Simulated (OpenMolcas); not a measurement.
# One shape, several levels: singlet CH4FSi−

Wanted: a comparison of 6 runs (HF/3-21G, M06-L/6-311+G**, PBE/6-311+G**, SVWN5/6-311+G**, MP2/6-311+G**, CCSD(T)/6-311+G**) of singlet CH4FSi−. 

The results are computed with OpenMolcas 26.06.

1 further run of the same task is left out (set aside as unsound or not needed).

### 1 The system as given

CH4FSi− has 7 atoms, charge -1, and is taken as a singlet. SMILES of the parent species: `[CH2][SiH2]F`. The shape is that of a PBE0-D4/def2-TZVP optimisation. This is one conformer, not always the lowest. That shape belongs to the parent species and isn't relaxed for this state.

Bond lengths: C1–Si2 1.828 Å, Si2–F3 1.601 Å, C1–H4 1.085 Å, C1–H5 1.086 Å, Si2–H6 1.486 Å, Si2–H7 1.486 Å. Angles: C1–Si2–F3 109.0°, C1–Si2–H6 111.6°, C1–Si2–H7 111.7°, F3–Si2–H6 107.8°, F3–Si2–H7 107.6°, Si2–C1–H4 122.6°, Si2–C1–H5 122.3°, H6–Si2–H7 109.0°, H4–C1–H5 115.1°.

### 2 A single-point energy at HF/3-21G (run 1)

Contents of job.inp:

```
* CH4FSi Hartree-Fock

&GATEWAY
  BASLIB=$CurrDir
  COORD
  7
  angstrom
  C       -0.871900       0.281100      -0.615800
  Si       0.588600      -0.157300       0.392500
  F        0.652600      -1.749500       0.550500
  H       -1.536000      -0.466000      -1.038500
  H       -1.136000       1.310700      -0.837900
  H        0.509900       0.430600       1.755300
  H        1.854000       0.282500      -0.251700
  BASIS=3-21G
  GROUP=NoSym

&SEWARD

&SCF
  CHARGE=-1
  THRESHOLDS=1e-10 1e-07 1e-07 1e-05
  PRORBITALS=1
```

The basis set 3-21G is read from a file made from the Basis Set Exchange's data (not shown).

Command:

```sh
export MOLCAS_MEM=1860
pymolcas job.inp > job.log
```

Standard output:

```text
--- Start Module: gateway ---
[...]
--- Stop Module: gateway /rc=_RC_ALL_IS_WELL_ ---
--- Start Module: seward ---
[...]
      Basis functions           39
--- Stop Module: seward /rc=_RC_ALL_IS_WELL_ ---
[...]
--- Start Module: scf ---
[...]
       Convergence after  16 Iterations
[...]
::    Total SCF energy                               -426.2398344640
[...]
      Total spin, S                                     0.0000000000
[...]
      Total electronic charge=   34.000000
      Total            charge=   -1.000000
[...]
      Dipole Moment (debye):
      Origin of the operator (angstrom)=    0.2871   -0.5189    0.2170
                   X=  2.8390E+00               Y= -1.6220E+00               Z=  2.0107E+00           Total=  3.8384E+00
      Center of Charge (angstrom)
[...]
--- Stop Module: scf /rc=_RC_ALL_IS_WELL_ ---
[...]
```

Wall time 3.3 s (1 thread of AMD EPYC 7R43 (Zen 3), shared host); peak memory 0.37 GiB.

### 3 The energy at M06-L/6-311+G(d,p) (run 2)

Contents of calc.inp:

```
&GATEWAY
 BasLib
 $CurrDir
 Coord
 7
 angstrom
 C       -0.871900       0.281100      -0.615800
 Si       0.588600      -0.157300       0.392500
 F        0.652600      -1.749500       0.550500
 H       -1.536000      -0.466000      -1.038500
 H       -1.136000       1.310700      -0.837900
 H        0.509900       0.430600       1.755300
 H        1.854000       0.282500      -0.251700
 Basis
 6-311pGss
 Group
 NoSym

&SEWARD
 GridInput
 Grid=UltraFine
 End of Grid

&SCF
 Charge
 -1
 KSDFT
 M06L
 Thresholds
 1e-10 1e-07 1e-07 1e-05
 PrOrbitals
 1 2
```

The basis set 6-311+G** is read from a file made from the Basis Set Exchange's data (not shown).

Command:

```sh
export MOLCAS_MEM=1860
pymolcas calc.inp > calc.log
```

Standard output:

```text
--- Start Module: gateway ---
[...]
--- Stop Module: gateway /rc=_RC_ALL_IS_WELL_ ---
--- Start Module: seward ---
[...]
      Basis functions           98
--- Stop Module: seward /rc=_RC_ALL_IS_WELL_ ---
[...]
--- Start Module: scf ---
[...]
       Convergence after  20 Iterations
[...]
::    Total KS-DFT energy                            -429.8951521317
[...]
      Total spin, S                                     0.0000000000
[...]
      Total electronic charge=   34.000000
      Total            charge=   -1.000000
[...]
      Dipole Moment (debye):
      Origin of the operator (angstrom)=    0.2871   -0.5189    0.2170
                   X=  3.0608E+00               Y= -1.8737E+00               Z=  2.1776E+00           Total=  4.1978E+00
      Center of Charge (angstrom)
[...]
--- Stop Module: scf /rc=_RC_ALL_IS_WELL_ ---
[...]
```

It took 63 s on 1 thread of AMD EPYC 7R43 (Zen 3), shared host; peak memory 0.54 GiB.

Runs 3 to 5 aren't shown in full; the table further down has their settings and results.

### 4 A single-point energy at CCSD(T)/6-311+G(d,p) (Cholesky decomposition) (run 6)

Contents of struct.xyz:

```xyz
7

C     -0.871900     0.281100    -0.615800
Si     0.588600    -0.157300     0.392500
F      0.652600    -1.749500     0.550500
H     -1.536000    -0.466000    -1.038500
H     -1.136000     1.310700    -0.837900
H      0.509900     0.430600     1.755300
H      1.854000     0.282500    -0.251700
```

Contents of run.input:

```
&GATEWAY
  BasLib
  $CurrDir
  Coord
  struct.xyz
  Basis
  6-311pGss
  Group
  NoSym

&SEWARD
  High

&SCF
  Charge
  -1
  Thresholds
  1e-10 1e-07 1e-07 1e-05
  PrOrbitals
  1

&CHCC
  Frozen
  7
  Threshold
  1e-08
  MaxIterations
  80

&CHT3
  Frozen
  7
```

The basis set 6-311+G** is read from a file made from the Basis Set Exchange's data (not shown).

Command:

```sh
export MOLCAS_MEM=1860
pymolcas run.input > run.log
```

Standard output:

```text
--- Start Module: gateway ---
[...]
--- Stop Module: gateway /rc=_RC_ALL_IS_WELL_ ---
[...]
      Basis functions           98
[...]
       Convergence after  17 Iterations
[...]
::    Total SCF energy                               -428.6129187730
[...]
      Total spin, S                                     0.0000000000
[...]
      Total electronic charge=   34.000000
      Total            charge=   -1.000000
[...]
      Dipole Moment (debye):
      Origin of the operator (angstrom)=    0.2871   -0.5189    0.2170
                   X=  3.3305E+00               Y= -1.7810E+00               Z=  2.3535E+00           Total=  4.4500E+00
      Center of Charge (angstrom)
[...]
--- Start Module: chcc ---
[...]
--- Stop Module: chcc /rc=_RC_ALL_IS_WELL_ ---
[...]
--- Start Module: cht3 ---
[...]
--- Stop Module: cht3 /rc=_RC_ALL_IS_WELL_ ---
[...]
```

Wall time 3.7 min (1 thread of AMD EPYC 7R43 (Zen 3), shared host); peak memory 0.14 GiB.

### 5 Overview of the runs

```tsv
run	level	integration grid	frozen core orbitals	energy (Eh)	HOMO energy (eV)	LUMO energy (eV)	HOMO–LUMO gap (eV)	wall time
1	HF/3-21G	–	–	-426.239834	-0.22	10.28	10.50	3.3 s
2	M06-L/6-311+G**	UltraFine	–	-429.895152	2.02	3.92	1.90	63 s
3	PBE/6-311+G**	UltraFine	–	-429.613630	2.01	3.60	1.58	53 s
4	SVWN5/6-311+G**	UltraFine	–	-427.743103	1.86	3.57	1.71	40 s
5	MP2/6-311+G**	–	7	-429.089014	-1.08	5.18	6.26	21 s
6	CCSD(T)/6-311+G** (Cholesky decomposition)	–	7	-429.130613	-1.08	5.18	6.26	3.7 min
```

### 6 Outcome

| quantity | value |
| --- | --- |
| run 6: total energy | -429.13061 Eh |
| run 6: HOMO energy (Hartree–Fock orbitals) | -1.08 eV |
| run 6: LUMO energy (Hartree–Fock orbitals) | 5.18 eV |
| run 6: HOMO–LUMO gap (to an unbound level, set by the basis) | 6.26 eV |
| run 6: correlation energy (7 core orbitals frozen) | -517.7 mEh |
| run 6: (T) correction | -14.45 mEh |

Over runs 1, 2, 3, 4 the HOMO–LUMO gap runs from 1.58 eV (PBE/6-311+G**) to 10.50 eV (HF/3-21G). The two ends differ in method and basis. The empty levels of an anion lie above zero and hang on the basis. Totals of different functionals can't be ranked against each other. In runs 2, 3, 4 the HOMO lies above zero, so the outermost electron may be held by the basis alone. All runs together took 6.7 min, the longest 3.7 min.
